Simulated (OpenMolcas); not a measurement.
**How methods differ on BHCl2 (SMILES [H]B(Cl)Cl)**

BHCl2: 4 atoms, total charge 0, spin state singlet. SMILES: `[H]B(Cl)Cl`. The coordinates come from a GFN2-xTB relaxation.

Quantity: the vertical ionisation energy (to the doublet cation), in eV. The values are calculated.

```csv
level,kind,program,value (eV),less FCI/STO-3G,CPU time (all runs)
HF/STO-3G,Hartree–Fock,OpenMolcas,10.69,+0.32,4.1 s
SVWN5/STO-3G,LDA,OpenMolcas,10.52,+0.15,13 s
PBE/STO-3G,GGA,OpenMolcas,10.54,+0.17,14 s
r2SCAN/STO-3G,meta-GGA,OpenMolcas,10.80,+0.43,14 s
M06-2X/STO-3G,hybrid meta-GGA,OpenMolcas,11.33,+0.96,13 s
PBE0/STO-3G,global hybrid,OpenMolcas,11.03,+0.66,10 s
"FCI/STO-3G, open shells restricted",exact in the basis,OpenMolcas,10.37,0.00,4.8 min
```

FCI/STO-3G, open shells restricted is exact within its basis and frozen core, so for wave-function methods in that basis the difference is their error; functionals converge differently with the basis, so for them it is only a difference. The values span 10.37 to 11.33 eV. All rows use very small basis sets, so even the best lies far from the true value. CPU times are rough (shared hosts, several kinds of processor): they show what a rung costs within a factor of a few.
